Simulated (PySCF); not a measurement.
**Vibration and rotation of CCl**

UHF-CCSD(T) constants of CCl, ²Π (doublet), unpaired electrons π ↑ (basis C def2-SVPD, Cl def2-SVPD; no relativity; PySCF 2.14; masses 12.0000 and 34.9689 u):

```
ωe           : 852.6 cm⁻¹
ωexe         : 5.93 cm⁻¹
Be           : 0.67179 cm⁻¹
αe           : 0.00696 cm⁻¹
De to C + Cl : 3.67 eV
```

(1) What force constant and bond length do these constants imply?

(2) Estimate the centrifugal constant D from the Kratzer relation and find the Dunham coefficient a1.

Correlated steps freeze 6 core orbitals. Correlated levels converge slowly with the basis: in double zeta they bind strong bonds too weakly, by up to about 1 eV, and carry superposition errors of some tenths. The state is the lowest determinant that a PBE0 search found; another state may lie lower at other levels.

Answers

(1) Reduced mass μred = 8.9341 u; k = 5.8918×10⁻⁷·μred·ωe² (u, cm⁻¹, mdyn/Å) = 3.83 mdyn/Å; Re = √(16.8576/(μred·Be)) (u, cm⁻¹, Å) = 1.676 Å.

(2) D = 4Be³/ωe² = 1.67e-06 cm⁻¹; a1 = −1 − αeωe/(6Be²) = -3.19.
